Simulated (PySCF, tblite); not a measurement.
**C₂H₅NO, a complex of two parts: NMR shifts, interaction energy, infrared bands, spin-spin couplings and core binding energies**

Aim: the NMR shifts, interaction energy, infrared bands, spin-spin couplings and core binding energies of `CC#N` with `O`.

Programs: tblite 0.8.0 and PySCF 2.14.0. All values are calculated, for the isolated system unless a continuum is named. Atoms count from 0, parts from 1.

## (1) Starting point

9 atoms, charge 0, multiplicity 1; geometry: rigid parts in contact. Parts: 1 = atoms 0–5, `CC#N`, charge 0; 2 = atoms 6–8, `O`, charge 0.

## (2) Search for minima with GFN2-xTB

The job: settings as JSON, then the geometry in Å.

```
{"job": {"kind": "dock", "xc": "GFN2-xTB", "basis": "xTB"}, "charge": 0, "multiplicity": 1, "parts": [{"atoms": "0-5", "charge": 0, "multiplicity": 1}, {"atoms": "6-8", "charge": 0, "multiplicity": 1}]}
C     -0.487313    -0.000376     0.005148
C      0.949315     0.000723    -0.009926
N      2.091873     0.001616    -0.022069
H     -0.859315    -0.634375    -0.798807
H     -0.840981    -0.383384     0.961657
H     -0.853580     1.015796    -0.136003
O      0.799904    -2.805910    -0.662277
H      0.713143    -2.732478    -1.614793
H      1.702183    -3.075051    -0.479167
```

Method: GFN2-xTB search for minima from random contacts, gas phase.

The run is started by

```
> OMP_NUM_THREADS=1 python cluster_run.py task.json out
```

This one command runs all jobs of the session in turn.

**Question.** The jobs that follow are: PBE0-D3(BJ)/def2-SVPD geometry optimisation, gas phase; GIAO PBE0/pcSseg-2 NMR shielding, non-relativistic, gas phase; wB97M-D3(BJ)/def2-TZVPD interaction energy, counterpoise and uncorrected, gas phase; PBE0-D3(BJ)/def2-TZVPD interaction energy, counterpoise and uncorrected, gas phase; PBE0-D3(BJ)/def2-SVPD harmonic vibrations by differences of gradients, gas phase; B3LYP/pcJ-1 indirect spin-spin coupling, non-relativistic, gas phase; delta-SCF UKS SCAN, pcX-2 on the ionised atom, pcseg-1 elsewhere, spin-free X2C. Predict: binding energy (GFN2-xTB); point group; rotational constants (main isotopes); shieldings of C, H, N, O (PBE0/pcSseg-2, a mean where the table joins atoms); largest proton shift on binding; interaction energy, counterpoise (wB97M-D3(BJ)/def2-TZVPD); superposition error; binding energy (with deformation); strongest single infrared mode (PBE0-D3(BJ)/def2-SVPD); largest coupling of the table (B3LYP/pcJ-1); C1s binding energies, SCAN/pcX-2 (standing for 1 of 2 atoms); N1s binding energies, SCAN/pcX-2; O1s binding energies, SCAN/pcX-2.

**Answer**, as computed:

| quantity | value |
| --- | --- |
| binding energy (GFN2-xTB) | -3.86 kcal/mol |
| point group | Cs |
| rotational constants (main isotopes) | 9.25, 4.31, 3.00 GHz |
| shieldings of C, H, N, O (PBE0/pcSseg-2, a mean where the table joins atoms) | C1 55.0, C0 182.9, H3 28.7, H8 29.0, H4 29.6, H7 30.8, N2 -31.3, O6 324.1 ppm |
| largest proton shift on binding | H8, +1.85 ppm |
| interaction energy, counterpoise (wB97M-D3(BJ)/def2-TZVPD) | -4.98 kcal/mol |
| superposition error | 0.08 kcal/mol |
| binding energy (with deformation) | -4.84 kcal/mol |
| strongest single infrared mode (PBE0-D3(BJ)/def2-SVPD) | 159 cm⁻¹ |
| largest coupling of the table (B3LYP/pcJ-1) | 1J(C,H) C0–H3, 146.4 Hz |
| C1s binding energies, SCAN/pcX-2 (standing for 1 of 2 atoms) | C1 292.68 eV |
| N1s binding energies, SCAN/pcX-2 | N2 405.31 eV |
| O1s binding energies, SCAN/pcX-2 | O6 539.39 eV |
| range of the interaction energy over the runs of this table | -4.98 to -4.91 kcal/mol |

In words: At its xTB geometry the search ends with the contact H3···O6 (weak hydrogen bond, 2.51 Å); 6 starts can't prove it the lowest minimum. A later relaxation moves these distances. The start of the PBE0/def2-SVPD relaxation was shaken at random by about 0.01 Å, so part of the energy gained, and of the first lengths quoted, undoes that. Over 6 steps the energy fell by 0.140 eV; of the close pairs, C0–C1 changed most, 1.407 to 1.451 Å. Hydrogens of an XH3 group are listed apart at this fixed geometry; free rotation makes them one line at their mean. At PBE0/pcSseg-2: The widest tensor belongs to N2: span 508 ppm, with a paramagnetic part of -365 ppm. On binding (GIAO PBE0/pcSseg-2 NMR shielding, non-relativistic, gas phase), H8 moves most among the protons, 1.85 ppm downfield. No mode is imaginary at PBE0-D3(BJ)/def2-SVPD; the softest lies at 68 cm⁻¹. The interaction energy runs from -4.98 (wB97M-D3(BJ)/def2-TZVPD) to -4.91 kcal/mol (PBE0-D3(BJ)/def2-TZVPD).
